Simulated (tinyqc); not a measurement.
ROHF in the sto-6g basis, for CH, spin multiplicity 4, step by step (part 2 of 3). This run ends on a higher stationary point, not on the lowest solution. Computed by tinyqc, a small Python program that keeps every step (integrals from PySCF). Command: `OMP_NUM_THREADS=1 python tinyqc.py 23354 23355 out.jsonl` (the two numbers bound the seeds that draw the settings). One thread of a shared host (Intel(R) Xeon(R) Processor @ 2.60GHz), about 0.1 s of CPU time with the checks.

Geometry (angstrom):
```
atom         x         y         z
C     0.000000  0.000000  0.000000
H     0.000000  0.000000  2.193000
```

## Iteration 3: building the Fock matrix

D(alpha) after iteration 2, order 1C 1s, 1C 2s, 1C 2px, 1C 2py, 1C 2pz, 2H 1s:
```
[[1.063254, -0.260465, 0.000000, 0.000000, -0.002261, 0.019553],
 [-0.260465, 1.072978, 0.000000, 0.000000, 0.011752, -0.101650],
 [0.000000, 0.000000, 0.013701, 0.116248, 0.000000, 0.000000],
 [0.000000, 0.000000, 0.116248, 0.986299, 0.000000, 0.000000],
 [-0.002261, 0.011752, 0.000000, 0.000000, 1.013676, -0.118294],
 [0.019553, -0.101650, 0.000000, 0.000000, -0.118294, 1.023203]]
```

D(beta) after iteration 2, order 1C 1s, 1C 2s, 1C 2px, 1C 2py, 1C 2pz, 2H 1s:
```
[[1.056640, -0.233081, 0.000000, 0.000000, -0.031588, -0.050668],
 [-0.233081, 0.959483, 0.000000, 0.000000, 0.123729, 0.194078],
 [0.000000, 0.000000, 0.000000, 0.000000, 0.000000, 0.000000],
 [0.000000, 0.000000, 0.000000, 0.000000, 0.000000, 0.000000],
 [-0.031588, 0.123729, 0.000000, 0.000000, 0.015958, 0.025032],
 [-0.050668, 0.194078, 0.000000, 0.000000, 0.025032, 0.039269]]
```

core Hamiltonian H = T + V (hartree), order 1C 1s, 1C 2s, 1C 2px, 1C 2py, 1C 2pz, 2H 1s:
```
[[-18.180624, -4.169904, 0.000000, 0.000000, -0.004416, -0.087321],
 [-4.169904, -4.909064, 0.000000, 0.000000, -0.048812, -0.337082],
 [0.000000, 0.000000, -3.914913, 0.000000, 0.000000, 0.000000],
 [0.000000, 0.000000, 0.000000, -3.914913, 0.000000, 0.000000],
 [-0.004416, -0.048812, 0.000000, 0.000000, -3.936195, -0.362367],
 [-0.087321, -0.337082, 0.000000, 0.000000, -0.362367, -1.918549]]
```

Two-electron integrals (ij|kl) in chemists' order, unique and non-zero (hartree):
```
(11|11) 3.543743   (21|11) 0.529462   (21|21) 0.100317   (22|11) 0.853596
(22|21) 0.199930   (22|22) 0.624844   (31|31) 0.021271   (32|31) 0.031868
(32|32) 0.138108   (33|11) 0.853598   (33|21) 0.199930   (33|22) 0.624843
(33|33) 0.673218   (41|41) 0.021271   (42|41) 0.031868   (42|42) 0.138108
(43|43) 0.036281   (44|11) 0.853598   (44|21) 0.199930   (44|22) 0.624843
(44|33) 0.600655   (44|44) 0.673218   (51|51) 0.021271   (52|51) 0.031868
(52|52) 0.138108   (53|53) 0.036281   (54|54) 0.036281   (55|11) 0.853598
(55|21) 0.199930   (55|22) 0.624843   (55|33) 0.600655   (55|44) 0.600655
(55|55) 0.673218   (61|11) 0.011427   (61|21) 0.002093   (61|22) 0.004134
(61|33) 0.004119   (61|44) 0.004119   (61|51) 0.000139   (61|52) 0.000275
(61|55) 0.004163   (61|61) 0.000045   (62|11) 0.045771   (62|21) 0.010980
(62|22) 0.040363   (62|33) 0.039351   (62|44) 0.039351   (62|51) 0.001059
(62|52) 0.008388   (62|55) 0.042387   (62|61) 0.000239   (62|62) 0.004512
(63|31) 0.000879   (63|32) 0.005178   (63|53) 0.001435   (63|63) 0.000391
(64|41) 0.000879   (64|42) 0.005178   (64|54) 0.001435   (64|64) 0.000391
(65|11) 0.048258   (65|21) 0.011685   (65|22) 0.044990   (65|33) 0.043122
(65|44) 0.043122   (65|51) 0.001777   (65|52) 0.013220   (65|55) 0.048726
(65|61) 0.000261   (65|62) 0.005880   (65|65) 0.007913   (66|11) 0.241247
(66|21) 0.058675   (66|22) 0.240825   (66|33) 0.234047   (66|44) 0.234047
(66|51) 0.004403   (66|52) 0.048134   (66|55) 0.254381   (66|61) 0.001267
(66|62) 0.041261   (66|65) 0.058004   (66|66) 0.774999
```

nuclear repulsion = 1.44781727 hartree

J_ij = sum D_kl (ij|kl) with D = D(alpha) + D(beta), K_ij = sum D_kl (ik|jl) for each spin; F = H + J - K(s); E = tr D H + tr D J / 2 - 0.5 sum_s tr D(s) K(s) + E_nn.

Coulomb J (hartree), order 1C 1s, 1C 2s, 1C 2px, 1C 2py, 1C 2pz, 2H 1s:
```
[[10.712192, 1.897577, 0.000000, 0.000000, 0.011729, 0.040370],
 [1.897577, 4.405040, 0.000000, 0.000000, 0.085473, 0.296982],
 [0.000000, 0.000000, 4.349904, 0.008435, 0.000000, 0.000000],
 [0.000000, 0.000000, 0.008435, 4.420478, 0.000000, 0.000000],
 [0.011729, 0.085473, 0.000000, 0.000000, 4.444740, 0.340185],
 [0.040370, 0.296982, 0.000000, 0.000000, 0.340185, 2.271823]]
```

exchange K(alpha) (hartree), order 1C 1s, 1C 2s, 1C 2px, 1C 2py, 1C 2pz, 2H 1s:
```
[[3.642591, 0.592670, 0.000000, 0.000000, 0.000041, 0.013661],
 [0.592670, 0.945917, 0.000000, 0.000000, 0.002704, 0.072818],
 [0.000000, 0.000000, 0.235030, 0.074042, 0.000000, 0.000000],
 [0.000000, 0.000000, 0.074042, 0.854513, 0.000000, 0.000000],
 [0.000041, 0.002704, 0.000000, 0.000000, 0.866859, 0.083191],
 [0.013661, 0.072818, 0.000000, 0.000000, 0.083191, 0.784233]]
```

exchange K(beta) (hartree), order 1C 1s, 1C 2s, 1C 2px, 1C 2py, 1C 2pz, 2H 1s:
```
[[3.593903, 0.530001, 0.000000, 0.000000, 0.001073, 0.010905],
 [0.530001, 0.629682, 0.000000, 0.000000, 0.098413, 0.091456],
 [0.000000, 0.000000, 0.142719, 0.000000, 0.000000, 0.000000],
 [0.000000, 0.000000, 0.000000, 0.142719, 0.000000, 0.000000],
 [0.001073, 0.098413, 0.000000, 0.000000, 0.158577, 0.034444],
 [0.010905, 0.091456, 0.000000, 0.000000, 0.034444, 0.055055]]
```

F(alpha) (hartree), order 1C 1s, 1C 2s, 1C 2px, 1C 2py, 1C 2pz, 2H 1s:
```
[[-11.111022, -2.864996, 0.000000, 0.000000, 0.007272, -0.060611],
 [-2.864996, -1.449942, 0.000000, 0.000000, 0.033956, -0.112918],
 [0.000000, 0.000000, 0.199961, -0.065607, 0.000000, 0.000000],
 [0.000000, 0.000000, -0.065607, -0.348947, 0.000000, 0.000000],
 [0.007272, 0.033956, 0.000000, 0.000000, -0.358314, -0.105373],
 [-0.060611, -0.112918, 0.000000, 0.000000, -0.105373, -0.430959]]
```

F(beta) (hartree), order 1C 1s, 1C 2s, 1C 2px, 1C 2py, 1C 2pz, 2H 1s:
```
[[-11.062334, -2.802328, 0.000000, 0.000000, 0.006240, -0.057855],
 [-2.802328, -1.133706, 0.000000, 0.000000, -0.061753, -0.131555],
 [0.000000, 0.000000, 0.292272, 0.008435, 0.000000, 0.000000],
 [0.000000, 0.000000, 0.008435, 0.362846, 0.000000, 0.000000],
 [0.006240, -0.061753, 0.000000, 0.000000, 0.349968, -0.056626],
 [-0.057855, -0.131555, 0.000000, 0.000000, -0.056626, 0.298219]]
```

total energy of this density = -38.01180041 hartree

## Iteration 3: Roothaan effective Fock matrix

overlap S, order 1C 1s, 1C 2s, 1C 2px, 1C 2py, 1C 2pz, 2H 1s:
```
[[1.000000, 0.243228, 0.000000, 0.000000, 0.000000, 0.005054],
 [0.243228, 1.000000, 0.000000, 0.000000, 0.000000, 0.094697],
 [0.000000, 0.000000, 1.000000, 0.000000, 0.000000, 0.000000],
 [0.000000, 0.000000, 0.000000, 1.000000, 0.000000, 0.000000],
 [0.000000, 0.000000, 0.000000, 0.000000, 1.000000, 0.115611],
 [0.005054, 0.094697, 0.000000, 0.000000, 0.115611, 1.000000]]
```

With projectors Pc = D(beta) S, Po = (D(alpha) - D(beta)) S, Pv = 1 - D(alpha) S, the block xy is Px^T F Py; with Fc = (F(alpha) + F(beta))/2, the blocks are Fc for cc, oo, vv and cv, F(beta) for co and F(alpha) for ov.

effective F (hartree), order 1C 1s, 1C 2s, 1C 2px, 1C 2py, 1C 2pz, 2H 1s:
```
[[-11.086746, -2.831489, 0.000000, 0.000000, 0.001931, -0.066735],
 [-2.831489, -1.294601, 0.000000, 0.000000, -0.032908, -0.104018],
 [0.000000, 0.000000, 0.246116, -0.028586, 0.000000, 0.000000],
 [0.000000, 0.000000, -0.028586, 0.006949, 0.000000, 0.000000],
 [0.001931, -0.032908, 0.000000, 0.000000, -0.009719, -0.083386],
 [-0.066735, -0.104018, 0.000000, 0.000000, -0.083386, -0.053017]]
```

## Iteration 3: DIIS over 3 matrices

error matrix X^T (FDS - SDF) X:
```
[[0.000000, -0.000916, 0.000000, 0.000000, 0.001247, 0.016109],
 [0.000916, 0.000000, 0.000000, 0.000000, -0.036327, -0.076368],
 [0.000000, 0.000000, 0.000000, 0.000000, 0.000000, 0.000000],
 [0.000000, 0.000000, 0.000000, 0.000000, 0.000000, 0.000000],
 [-0.001247, 0.036327, 0.000000, 0.000000, 0.000000, -0.001566],
 [-0.016109, 0.076368, 0.000000, 0.000000, 0.001566, 0.000000]]
```

B (overlaps of the stored error matrices):
```
[[4.8159906e-02, -4.7067055e-02, -1.5105801e-02],
 [-4.7067055e-02, 8.8005438e-02, 3.4422962e-02],
 [-1.5105801e-02, 3.4422962e-02, 1.4832173e-02]]
```

Minimise |sum c_i e_i|^2 with sum c_i = 1: solve [B -1; -1 0][c; lambda] = [0; -1] with B_ij = tr e_i^T e_j, and take F = sum c_i F_i.

DIIS coefficients: [0.015076, -0.553476, 1.538399]

extrapolated F (hartree), order 1C 1s, 1C 2s, 1C 2px, 1C 2py, 1C 2pz, 2H 1s:
```
[[-11.008393, -2.815706, 0.000000, 0.000000, 0.001232, -0.064320],
 [-2.815706, -1.282105, 0.000000, 0.000000, -0.035889, -0.083178],
 [0.000000, 0.000000, 0.283614, -0.028155, 0.000000, 0.000000],
 [0.000000, 0.000000, -0.028155, 0.048053, 0.000000, 0.000000],
 [0.001232, -0.035889, 0.000000, 0.000000, 0.033716, -0.071018],
 [-0.064320, -0.083178, 0.000000, 0.000000, -0.071018, -0.067633]]
```

## Iteration 3: diagonalisation and new density

X, order 1C 1s, 1C 2s, 1C 2px, 1C 2py, 1C 2pz, 2H 1s:
```
[[1.023284, -0.126889, 0.000000, 0.000000, -0.000656, 0.006519],
 [-0.126889, 1.026848, 0.000000, 0.000000, 0.004317, -0.049409],
 [0.000000, 0.000000, 1.000000, 0.000000, 0.000000, 0.000000],
 [0.000000, 0.000000, 0.000000, 1.000000, 0.000000, 0.000000],
 [-0.000656, 0.004317, 0.000000, 0.000000, 1.005096, -0.058636],
 [0.006519, -0.049409, 0.000000, 0.000000, -0.058636, 1.008604]]
```

Diagonalise F' = X^T F X, C = X C', fill 5 alpha and 2 beta electrons from the bottom; D(s) = C_occ C_occ^T. Each column has its largest component positive (the first on a tie).

F' = X^T F X (hartree):
```
[[-10.817165, -1.405241, 0.000000, 0.000000, 0.004038, 0.006795],
 [-1.405241, -0.788188, 0.000000, 0.000000, -0.032318, -0.035419],
 [0.000000, 0.000000, 0.283614, -0.028155, 0.000000, 0.000000],
 [0.000000, 0.000000, -0.028155, 0.048053, 0.000000, 0.000000],
 [0.004038, -0.032318, 0.000000, 0.000000, 0.041911, -0.068812],
 [0.006795, -0.035419, 0.000000, 0.000000, -0.068812, -0.054835]]
```

orbital energies (hartree): [-11.010344, -0.599568, -0.086246, 0.044735, 0.077881, 0.286933]

coefficients C, order 1C 1s, 1C 2s, 1C 2px, 1C 2py, 1C 2pz, 2H 1s:
```
[[0.996468, -0.263453, 0.029946, 0.000000, 0.001273, 0.000000],
 [0.014147, 1.026652, -0.136799, 0.000000, 0.007096, 0.000000],
 [0.000000, 0.000000, 0.000000, 0.117052, 0.000000, 0.993126],
 [0.000000, 0.000000, 0.000000, 0.993126, 0.000000, -0.117052],
 [-0.000016, 0.058750, 0.402768, 0.000000, 0.920871, 0.000000],
 [-0.000449, 0.020787, 0.872495, 0.000000, -0.511394, 0.000000]]
```

D(alpha) after iteration 3, order 1C 1s, 1C 2s, 1C 2px, 1C 2py, 1C 2pz, 2H 1s:
```
[[1.063254, -0.260465, 0.000000, 0.000000, -0.002261, 0.019553],
 [-0.260465, 1.072978, 0.000000, 0.000000, 0.011752, -0.101650],
 [0.000000, 0.000000, 0.013701, 0.116248, 0.000000, 0.000000],
 [0.000000, 0.000000, 0.116248, 0.986299, 0.000000, 0.000000],
 [-0.002261, 0.011752, 0.000000, 0.000000, 1.013676, -0.118294],
 [0.019553, -0.101650, 0.000000, 0.000000, -0.118294, 1.023203]]
```

D(beta) after iteration 3, order 1C 1s, 1C 2s, 1C 2px, 1C 2py, 1C 2pz, 2H 1s:
```
[[1.062355, -0.256377, 0.000000, 0.000000, -0.015494, -0.005924],
 [-0.256377, 1.054214, 0.000000, 0.000000, 0.060316, 0.021335],
 [0.000000, 0.000000, 0.000000, 0.000000, 0.000000, 0.000000],
 [0.000000, 0.000000, 0.000000, 0.000000, 0.000000, 0.000000],
 [-0.015494, 0.060316, 0.000000, 0.000000, 0.003452, 0.001221],
 [-0.005924, 0.021335, 0.000000, 0.000000, 0.001221, 0.000432]]
```

## Iteration 4: building the Fock matrix

As before.

Coulomb J (hartree), order 1C 1s, 1C 2s, 1C 2px, 1C 2py, 1C 2pz, 2H 1s:
```
[[10.751504, 1.905927, 0.000000, 0.000000, 0.007763, 0.040507],
 [1.905927, 4.426910, 0.000000, 0.000000, 0.063611, 0.295576],
 [0.000000, 0.000000, 4.372777, 0.008435, 0.000000, 0.000000],
 [0.000000, 0.000000, 0.008435, 4.443351, 0.000000, 0.000000],
 [0.007763, 0.063611, 0.000000, 0.000000, 4.464604, 0.337312],
 [0.040507, 0.295576, 0.000000, 0.000000, 0.337312, 2.237135]]
```

exchange K(alpha) (hartree), order 1C 1s, 1C 2s, 1C 2px, 1C 2py, 1C 2pz, 2H 1s:
```
[[3.642591, 0.592670, 0.000000, 0.000000, 0.000041, 0.013661],
 [0.592670, 0.945917, 0.000000, 0.000000, 0.002704, 0.072818],
 [0.000000, 0.000000, 0.235030, 0.074042, 0.000000, 0.000000],
 [0.000000, 0.000000, 0.074042, 0.854513, 0.000000, 0.000000],
 [0.000041, 0.002704, 0.000000, 0.000000, 0.866859, 0.083191],
 [0.013661, 0.072818, 0.000000, 0.000000, 0.083191, 0.784233]]
```

exchange K(beta) (hartree), order 1C 1s, 1C 2s, 1C 2px, 1C 2py, 1C 2pz, 2H 1s:
```
[[3.599014, 0.528835, 0.000000, 0.000000, 0.000402, 0.011303],
 [0.528835, 0.664868, 0.000000, 0.000000, 0.043560, 0.048949],
 [0.000000, 0.000000, 0.152192, 0.000000, 0.000000, 0.000000],
 [0.000000, 0.000000, 0.000000, 0.152192, 0.000000, 0.000000],
 [0.000402, 0.043560, 0.000000, 0.000000, 0.154841, 0.013548],
 [0.011303, 0.048949, 0.000000, 0.000000, 0.013548, 0.007633]]
```

F(alpha) (hartree), order 1C 1s, 1C 2s, 1C 2px, 1C 2py, 1C 2pz, 2H 1s:
```
[[-11.071711, -2.856647, 0.000000, 0.000000, 0.003306, -0.060474],
 [-2.856647, -1.428072, 0.000000, 0.000000, 0.012095, -0.114324],
 [0.000000, 0.000000, 0.222834, -0.065607, 0.000000, 0.000000],
 [0.000000, 0.000000, -0.065607, -0.326074, 0.000000, 0.000000],
 [0.003306, 0.012095, 0.000000, 0.000000, -0.338450, -0.108246],
 [-0.060474, -0.114324, 0.000000, 0.000000, -0.108246, -0.465647]]
```

F(beta) (hartree), order 1C 1s, 1C 2s, 1C 2px, 1C 2py, 1C 2pz, 2H 1s:
```
[[-11.028133, -2.792812, 0.000000, 0.000000, 0.002945, -0.058117],
 [-2.792812, -1.147022, 0.000000, 0.000000, -0.028762, -0.090455],
 [0.000000, 0.000000, 0.305673, 0.008435, 0.000000, 0.000000],
 [0.000000, 0.000000, 0.008435, 0.376247, 0.000000, 0.000000],
 [0.002945, -0.028762, 0.000000, 0.000000, 0.373567, -0.038604],
 [-0.058117, -0.090455, 0.000000, 0.000000, -0.038604, 0.310953]]
```

total energy of this density = -38.02763918 hartree

## Iteration 4: Roothaan effective Fock matrix

As before.

effective F (hartree), order 1C 1s, 1C 2s, 1C 2px, 1C 2py, 1C 2pz, 2H 1s:
```
[[-11.049930, -2.824558, 0.000000, 0.000000, 0.000973, -0.061899],
 [-2.824558, -1.286864, 0.000000, 0.000000, -0.015980, -0.097592],
 [0.000000, 0.000000, 0.264253, -0.028586, 0.000000, 0.000000],
 [0.000000, 0.000000, -0.028586, 0.025086, 0.000000, 0.000000],
 [0.000973, -0.015980, 0.000000, 0.000000, 0.016660, -0.074003],
 [-0.061899, -0.097592, 0.000000, 0.000000, -0.074003, -0.075993]]
```

## Iteration 4: DIIS over 4 matrices

error matrix X^T (FDS - SDF) X:
```
[[0.000000, 0.000149, 0.000000, 0.000000, 0.003005, -0.004520],
 [-0.000149, 0.000000, 0.000000, 0.000000, -0.020229, 0.016326],
 [0.000000, 0.000000, 0.000000, 0.000000, 0.000000, 0.000000],
 [0.000000, 0.000000, 0.000000, 0.000000, 0.000000, 0.000000],
 [-0.003005, 0.020229, 0.000000, 0.000000, 0.000000, 0.002488],
 [0.004520, -0.016326, 0.000000, 0.000000, -0.002488, 0.000000]]
```

B (overlaps of the stored error matrices):
```
[[4.8159906e-02, -4.7067055e-02, -1.5105801e-02, 5.0934590e-03],
 [-4.7067055e-02, 8.8005438e-02, 3.4422962e-02, -5.8267650e-03],
 [-1.5105801e-02, 3.4422962e-02, 1.4832173e-02, -1.1700811e-03],
 [5.0934590e-03, -5.8267650e-03, -1.1700811e-03, 1.4228368e-03]]
```

As before.

DIIS coefficients: [0.075849, 0.676249, -1.346800, 1.594701]

extrapolated F (hartree), order 1C 1s, 1C 2s, 1C 2px, 1C 2py, 1C 2pz, 2H 1s:
```
[[-11.063020, -2.826970, 0.000000, 0.000000, 0.000440, -0.061137],
 [-2.826970, -1.264884, 0.000000, 0.000000, -0.008635, -0.117969],
 [0.000000, 0.000000, 0.241341, -0.026418, 0.000000, 0.000000],
 [0.000000, 0.000000, -0.026418, 0.020315, 0.000000, 0.000000],
 [0.000440, -0.008635, 0.000000, 0.000000, 0.011452, -0.081857],
 [-0.061137, -0.117969, 0.000000, 0.000000, -0.081857, -0.087636]]
```

## Iteration 4: diagonalisation and new density

As before.

F' = X^T F X (hartree):
```
[[-10.871058, -1.413055, 0.000000, 0.000000, -0.000776, 0.014997],
 [-1.413055, -0.764206, 0.000000, 0.000000, -0.001491, -0.073647],
 [0.000000, 0.000000, 0.241341, -0.026418, 0.000000, 0.000000],
 [0.000000, 0.000000, -0.026418, 0.020315, 0.000000, 0.000000],
 [-0.000776, -0.001491, 0.000000, 0.000000, 0.020884, -0.078967],
 [0.014997, -0.073647, 0.000000, 0.000000, -0.078967, -0.070262]]
```

orbital energies (hartree): [-11.064904, -0.581647, -0.106721, 0.017201, 0.068628, 0.244455]

coefficients C, order 1C 1s, 1C 2s, 1C 2px, 1C 2py, 1C 2pz, 2H 1s:
```
[[0.996542, -0.260772, 0.041990, 0.000000, -0.019821, 0.000000],
 [0.013864, 1.015636, -0.182052, 0.000000, 0.090153, 0.000000],
 [0.000000, 0.000000, 0.000000, 0.117052, 0.000000, 0.993126],
 [0.000000, 0.000000, 0.000000, 0.993126, 0.000000, -0.117052],
 [0.000048, 0.017422, 0.472759, 0.000000, 0.888747, 0.000000],
 [-0.000706, 0.099087, 0.826506, 0.000000, -0.574694, 0.000000]]
```

D(alpha) after iteration 4, order 1C 1s, 1C 2s, 1C 2px, 1C 2py, 1C 2pz, 2H 1s:
```
[[1.063254, -0.260465, 0.000000, 0.000000, -0.002261, 0.019553],
 [-0.260465, 1.072978, 0.000000, 0.000000, 0.011752, -0.101650],
 [0.000000, 0.000000, 0.013701, 0.116248, 0.000000, 0.000000],
 [0.000000, 0.000000, 0.116248, 0.986299, 0.000000, 0.000000],
 [-0.002261, 0.011752, 0.000000, 0.000000, 1.013676, -0.118294],
 [0.019553, -0.101650, 0.000000, 0.000000, -0.118294, 1.023203]]
```

D(beta) after iteration 4, order 1C 1s, 1C 2s, 1C 2px, 1C 2py, 1C 2pz, 2H 1s:
```
[[1.061097, -0.251033, 0.000000, 0.000000, -0.004496, -0.026543],
 [-0.251033, 1.031708, 0.000000, 0.000000, 0.017695, 0.100627],
 [0.000000, 0.000000, 0.000000, 0.000000, 0.000000, 0.000000],
 [0.000000, 0.000000, 0.000000, 0.000000, 0.000000, 0.000000],
 [-0.004496, 0.017695, 0.000000, 0.000000, 0.000304, 0.001726],
 [-0.026543, 0.100627, 0.000000, 0.000000, 0.001726, 0.009819]]
```

## Iteration 9 (converged): orbitals

converged F (hartree), order 1C 1s, 1C 2s, 1C 2px, 1C 2py, 1C 2pz, 2H 1s:
```
[[-11.052794, -2.825177, 0.000000, 0.000000, 0.000139, -0.062512],
 [-2.825177, -1.289789, 0.000000, 0.000000, -0.003398, -0.096821],
 [0.000000, 0.000000, 0.262763, -0.028586, 0.000000, 0.000000],
 [0.000000, 0.000000, -0.028586, 0.023596, 0.000000, 0.000000],
 [0.000139, -0.003398, 0.000000, 0.000000, 0.016930, -0.073668],
 [-0.062512, -0.096821, 0.000000, 0.000000, -0.073668, -0.079354]]
```

As before.

F' = X^T F X (hartree):
```
[[-10.861268, -1.408889, 0.000000, 0.000000, -0.001451, 0.010787],
 [-1.408889, -0.792869, 0.000000, 0.000000, 0.002192, -0.050911],
 [0.000000, 0.000000, 0.262763, -0.028586, 0.000000, 0.000000],
 [0.000000, 0.000000, -0.028586, 0.023596, 0.000000, 0.000000],
 [-0.001451, 0.002192, 0.000000, 0.000000, 0.025515, -0.071554],
 [0.010787, -0.050911, 0.000000, 0.000000, -0.071554, -0.064944]]
```

orbital energies (hartree): [-11.054702, -0.604464, -0.100462, 0.020227, 0.066061, 0.266133]

coefficients C, order 1C 1s, 1C 2s, 1C 2px, 1C 2py, 1C 2pz, 2H 1s:
```
[[0.996513, -0.262987, 0.028791, 0.000000, -0.015005, 0.000000],
 [0.013976, 1.024941, -0.131348, 0.000000, 0.070905, 0.000000],
 [0.000000, 0.000000, 0.000000, 0.117052, 0.000000, 0.993126],
 [0.000000, 0.000000, 0.000000, 0.993126, 0.000000, -0.117052],
 [0.000058, 0.005953, 0.444611, 0.000000, 0.903306, 0.000000],
 [-0.000613, 0.047519, 0.848364, 0.000000, -0.548838, 0.000000]]
```

D(alpha) after iteration 9, order 1C 1s, 1C 2s, 1C 2px, 1C 2py, 1C 2pz, 2H 1s:
```
[[1.063254, -0.260465, 0.000000, 0.000000, -0.002261, 0.019553],
 [-0.260465, 1.072978, 0.000000, 0.000000, 0.011752, -0.101650],
 [0.000000, 0.000000, 0.013701, 0.116248, 0.000000, 0.000000],
 [0.000000, 0.000000, 0.116248, 0.986299, 0.000000, 0.000000],
 [-0.002261, 0.011752, 0.000000, 0.000000, 1.013676, -0.118294],
 [0.019553, -0.101650, 0.000000, 0.000000, -0.118294, 1.023203]]
```

D(beta) after iteration 9, order 1C 1s, 1C 2s, 1C 2px, 1C 2py, 1C 2pz, 2H 1s:
```
[[1.062199, -0.255619, 0.000000, 0.000000, -0.001507, -0.013108],
 [-0.255619, 1.050698, 0.000000, 0.000000, 0.006102, 0.048696],
 [0.000000, 0.000000, 0.000000, 0.000000, 0.000000, 0.000000],
 [0.000000, 0.000000, 0.000000, 0.000000, 0.000000, 0.000000],
 [-0.001507, 0.006102, 0.000000, 0.000000, 0.000035, 0.000283],
 [-0.013108, 0.048696, 0.000000, 0.000000, 0.000283, 0.002258]]
```
